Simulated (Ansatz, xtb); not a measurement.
## C3H2F3: where a starting geometry ends

The starting geometry of this gas-phase doublet was built from a drawn formula by distance geometry and a force field; its bonds are those of `[CH2]C(F)(F)[C]F`.

```yaml
atoms:
  - { symbol: C, position_ang: [-1.3382, 0.1312, 0.3955] }
  - { symbol: C, position_ang: [-1.1954, -1.0979, 1.2546] }
  - { symbol: C, position_ang: [-0.8247, -2.2755, 0.4161] }
  - { symbol: F, position_ang: [-0.3427, -0.8801, 2.1744] }
  - { symbol: F, position_ang: [-2.3576, -1.4092, 1.8817] }
  - { symbol: F, position_ang: [-0.3687, -3.2796, -0.3302] }
  - { symbol: H, position_ang: [-0.5488, 0.7994, 0.3198] }
  - { symbol: H, position_ang: [-2.3631, 0.3876, 0.0019] }
```

Predict what it relaxes into with r2SCAN-D4/def2-SVP.

It rearranges to `F[C]1CC1(F)F`. Contacts that close: C1–C3 (2.46 → 1.49 Å).

The energy falls by 3.28 eV over 12 steps:

```json
{"step": "1", "E − E(last) (eV)": "3.285"}
{"step": "2", "E − E(last) (eV)": "2.803"}
{"step": "3", "E − E(last) (eV)": "2.341"}
{"step": "5", "E − E(last) (eV)": "1.186"}
{"step": "6", "E − E(last) (eV)": "0.211"}
{"step": "7", "E − E(last) (eV)": "0.023"}
{"step": "8", "E − E(last) (eV)": "0.021"}
{"step": "10", "E − E(last) (eV)": "0.000"}
{"step": "11", "E − E(last) (eV)": "0.000"}
{"step": "12", "E − E(last) (eV)": "0.000"}
```

Final geometry (Å):

```xyz
8

C    -1.3209   -0.3170    0.2213
C    -1.3200   -1.1597    1.4899
C    -1.1936   -1.7971    0.1838
F    -0.2503   -1.0835    2.2956
F    -2.4408   -1.2538    2.2177
F    -0.1154   -2.4375   -0.2521
H    -0.4224    0.2843    0.0266
H    -2.2758    0.1402   -0.0689
```

From the same start GFN2-xTB reaches the same bonding as this run.

No frequencies were run, so the end isn't proven a minimum. Open shells are spin-unrestricted. Run with Ansatz 0.2.0, 96 s on 2 threads of Arm Neoverse V1, on a shared host.
